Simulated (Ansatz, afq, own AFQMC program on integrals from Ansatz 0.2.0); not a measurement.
**AlGeH2, doublet → AlGeH$_{2}$⁻, singlet**

```csv
atom,x (Å),y (Å),z (Å)
Ge,-0.0108,0.0000,0.6644
Al,-0.0327,0.0000,-1.7631
H,0.8273,-1.0534,-0.3408
H,0.8273,1.0534,-0.3408
```

Connectivity, by distances: Ge–Al, 2 bridging H.

E(singlet, charge -1) − E(doublet, charge +0) at this geometry, on UHF and RHF determinants.

Basis aug-cc-pVDZ. Only valence electrons are correlated. Ansatz 0.2.0 and our own AFQMC program on the same integrals; the CISD trial comes from CCSD amplitudes, and released means the phaseless constraint is let go. Uncertainties: one standard error, sampling alone. No spin–orbit coupling. The errors of all members are added in quadrature.

No full CI on the walks' own integrals is used here; CCSDT(Q) serves as the reference and is uncertain by about the last step of the cluster series. Each member takes its own surest rung, up to full CI.

Errors are counted within aug-cc-pVDZ, not against nature.

Cautions: inner d shell frozen; no relativity below Rb; no spin-orbit coupling; AlGeH₂ (doublet): unrestricted determinant spin contaminated (⟨S²⟩ 0.85 against 0.75), the released energies are still falling, so no released level is given (meV from the phaseless value at times in 1/Eh: -2 ± 4 at 0.24, -7 ± 3 at 0.51, -14 ± 3 at 0.99, -16.4 ± 2.3 at 1.62, -18 ± 3 at 2.40), though the last usable value meets CCSDT(Q) within the noise, its ph-AFQMC/CISD value lies 18 ± 5 meV above CCSDT(Q).

```json
{"level": "CCSD", "vertical energy of electron attachment (eV)": "-1.361"}
{"level": "HF", "vertical energy of electron attachment (eV)": "-0.590"}
```

Question: From these cheaper values, estimate the vertical energy of electron attachment at the reference level in aug-cc-pVDZ.

Answer: -1.428 eV (CCSDT(Q) in aug-cc-pVDZ).

```json
{"level": "MP2", "vertical energy of electron attachment (eV)": "-1.473", "error against CCSDT(Q) (eV)": "-0.045"}
{"level": "CCSD(T)", "vertical energy of electron attachment (eV)": "-1.428", "error against CCSDT(Q) (eV)": "0.001"}
{"level": "CCSDT", "vertical energy of electron attachment (eV)": "-1.421", "error against CCSDT(Q) (eV)": "0.008"}
{"level": "ph-AFQMC/CISD", "vertical energy of electron attachment (eV)": "-1.432 ± 0.007", "error against CCSDT(Q) (eV)": "-0.004 ± 0.007"}
```

Correlation beyond CCSD(T) changes it by less than 2 meV. The perturbative (T) step is worth −0.067 eV. Where the cautions show a poor determinant, the low rows tell how each method copes with it, not its usual error.

A walk keeps the symmetry of its determinant, which the program's search chose and which needn't be the lowest solution, so a lower state of the same spin and another symmetry isn't excluded.
